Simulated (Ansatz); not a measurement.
System: hcp Tc. Method: rVV10 (PAW; Ansatz, a quantum-chemistry and plane-wave program).

Settings: plane-wave cutoff 520 eV, 24×24×12 k mesh (along the axes of the cell as run), Fermi–Dirac smearing 0.05 eV, no spin polarisation, scalar-relativistic PAW data made under PBE.

Equation-of-state points:

```csv
V (Å³/atom),E − E_lowest (meV/atom),P (GPa)
14.203,22.91,12.88
14.499,5.51,6.08
14.795,0.00,0.00
15.091,5.13,-5.45
15.387,19.78,-10.32
```

**Question.** Estimate the bulk modulus and its pressure derivative from these points.

**Answer.** V0 = 14.795 Å³/atom, B0 = 288 GPa, B′ = 4.6 (fit to the energies at full precision).

Shape and atoms are relaxed at each volume.

Measured, for comparison: bulk modulus 303 GPa (zero-point energy and finite temperature contributions removed; as tabulated in doi:10.1021/acs.jctc.3c00612). Computed (rounded) less measured: bulk modulus -5 %.

Note: the bulk modulus comes from volumes at which shape and atoms were relaxed.

Static lattice: no zero-point or thermal effects.
